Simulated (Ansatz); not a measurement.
**CCSDTQ/STO-3G run of SiHClO (SMILES O[Si]Cl)**

Aim: the vertical singlet–triplet gap of SiHClO at CCSDTQ/STO-3G, from 2 runs. 

Program for the calculation: Ansatz 0.2.0.

82 further runs of the same task are left out: 1 that didn't finish, 81 set aside as unsound or not needed.

### Step 1. The molecule

SiHClO has 4 atoms, charge 0, and is taken as a singlet. As SMILES, `O[Si]Cl`. The shape is that of a PBE0-D4/def2-TZVP optimisation.

Bond lengths: O1–Si2 1.637 Å, Si2–Cl3 2.110 Å, O1–H4 0.963 Å. Angles: O1–Si2–Cl3 101.3°, Si2–O1–H4 120.4°.

### Step 2. The energy at CCSDTQ/STO-3G

The input, molecule.yaml:

```yaml
basis:
  gaussian:
    orbitals: STO-3G
crystal:
  periodic: [false, false, false]
  atoms:
    - {symbol: O, position_ang: [-0.911800, 0.450200, -0.308700]}
    - {symbol: Si, position_ang: [-0.434200, -0.789700, 0.647000]}
    - {symbol: Cl, position_ang: [1.662300, -0.701000, 0.421400]}
    - {symbol: H, position_ang: [-0.260800, 0.980400, -0.780000]}
scf:
  omitted_lower_state_checks: [cluster_reference, increment]
accuracy: high
correlation:
  method: ccsdtq
  frozen_orbitals: {Cl: 5, H: 0, O: 1, Si: 5}
```

Command:

```console
$ ansatz run molecule.yaml --threads 1 --pin off --max-ram 2610MiB --events-out events.jsonl --progress --plain --runs-dir runs
```

What it wrote, cut to the lines that bear on the results:

```text
Warning: RAYON_NUM_THREADS=1 ignored (pool sized by the plan → 1); use --threads N
Functional definition: HF
  name "HF"
[...]
433 factors; integrals over basis functions are off by at most 3.0e-8 eV
[...]
mean field -22167.93096169 eV, -814.6564368786 hartree, gradient 1.2e-8 eV, S^2 0.000000; 0 other end points of the search recorded, 0 dependent functions left out
11 core orbitals not correlated: weight in the atoms' cores, before any rotation towards them, 1.000 or more for the frozen orbitals, at most 0.000 for the correlated occupied ones
reference -22167.93096169 eV, -814.6564368786 hartree; 9, 9 occupied and 4, 4 virtual orbitals, 433 factors
second order -2.07399681 eV of doubles, -0.00000000 eV of singles
cycle   1  -2.26807818 eV  change   -1.9e-1 eV  update   1.1e-1
[...]
cycle  23  -2.69484992 eV  change   -2.1e-9 eV  update   1.9e-9
Total energy: -22170.62581161 eV, -814.7554707867 hartree
Checks for a lower state left out: cluster_reference, increment
```

Wall time 6.6 s (1 thread of Arm Neoverse V1, shared host); peak memory 0.15 GiB.

### Step 3. The triplet, same level

The input, input.yaml:

```yaml
crystal:
  periodic: [false, false, false]
  atoms:
    - {symbol: O, position_ang: [-0.911800, 0.450200, -0.308700]}
    - {symbol: Si, position_ang: [-0.434200, -0.789700, 0.647000]}
    - {symbol: Cl, position_ang: [1.662300, -0.701000, 0.421400]}
    - {symbol: H, position_ang: [-0.260800, 0.980400, -0.780000]}
basis:
  gaussian:
    orbitals: STO-3G
correlation:
  method: ccsdtq
  frozen_orbitals: {Cl: 5, H: 0, O: 1, Si: 5}
accuracy: high
total_charge: 0
magnetization:
  spin_polarized: true
  initial_magnetization: 2
scf:
  omitted_lower_state_checks: [cluster_reference, increment]
```

Command:

```console
$ ansatz run input.yaml --threads 1 --pin off --max-ram 2610MiB --events-out events.jsonl --progress --plain --runs-dir runs
```

What it wrote, cut to the lines that bear on the results:

```text
Warning: RAYON_NUM_THREADS=1 ignored (pool sized by the plan → 1); use --threads N
Functional definition: HF
  name "HF"
[...]
433 factors; integrals over basis functions are off by at most 3.0e-8 eV
[...]
mean field -22164.96824122 eV, -814.5475589097 hartree, gradient 2.9e-8 eV, S^2 2.001159; 0 other end points of the search recorded, 0 dependent functions left out
11 core orbitals not correlated: weight in the atoms' cores, before any rotation towards them, 1.000 or more for the frozen orbitals, at most 0.000 for the correlated occupied ones
reference -22164.96824122 eV, -814.5475589097 hartree; 10, 8 occupied and 3, 5 virtual orbitals, 433 factors
second order -1.43609819 eV of doubles, -0.00000000 eV of singles
cycle   1  -1.68902326 eV  change   -2.5e-1 eV  update   6.4e-2
[...]
cycle  31  -1.93253013 eV  change  -6.7e-11 eV  update   1.7e-9
Total energy: -22166.90077135 eV, -814.6185780820 hartree
Checks for a lower state left out: cluster_reference, increment
```

Wall time 89 s (1 thread of Arm Neoverse V1, shared host); peak memory 0.6 GiB.

### Step 4. Results

At CCSDTQ/STO-3G, 11 core orbitals frozen:

```
                                             quantity          value
                                singlet: total energy  -814.75547 Eh
singlet: correlation energy (11 core orbitals frozen)      -99.0 mEh
                               singlet: T1 diagnostic          0.020
                                triplet: total energy  -814.61858 Eh
triplet: correlation energy (11 core orbitals frozen)      -71.0 mEh
           triplet: ⟨S²⟩ of the reference determinant          2.001
                               triplet: T1 diagnostic          0.014
     vertical energy of the triplet above the singlet       3.725 eV
```

At this shape the triplet lies 3.73 eV (359 kJ/mol) above the singlet. In a minimal basis such a difference can be off by several eV, whatever the method.
